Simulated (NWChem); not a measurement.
Correlation energy of pyrrole (C$_{4}$H$_{5}$N)

SMILES: c1cc[nH]c1
```xyz
10

C     -0.7108     0.0000     0.9829
C      0.7108     0.0000     0.9829
C      1.1192     0.0000    -0.3342
N      0.0000     0.0000    -1.1172
C     -1.1192     0.0000    -0.3342
H     -1.3652     0.0000     1.8525
H      1.3652     0.0000     1.8525
H      2.1156     0.0000    -0.7708
H      0.0000     0.0000    -2.1269
H     -2.1156     0.0000    -0.7708
```
Charge 0, spin multiplicity 1.

Program: NWChem. Structure: optimised with PBE0/def2-SVP, a minimum by its harmonic frequencies.

Basis set: cc-pVDZ. Each correlation energy counts from its own Hartree-Fock reference.

```
method        correlation energy (mHa)  difference from CCSD(T)
------------  ------------------------  -----------------------
RI-MP2                          -697.0                    +59.4
MP2                             -697.1                    +59.3
SCS-MP2                         -677.2                    +79.2
CR-CCSD[T]                      -748.1                     +8.3
CR-CCSD(T)                      -747.6                     +8.8
CCSD                            -727.0                    +29.4
CCSD+T(CCSD)                    -757.1                     -0.7
CCSD(T)                         -756.4                      0.0
```

The values span 79.9 mHa, from CCSD+T(CCSD) (lowest) to SCS-MP2 (highest). 

The correlated methods keep 5 core orbitals frozen. Coupled-cluster values serve here as a point of comparison, not as the truth.
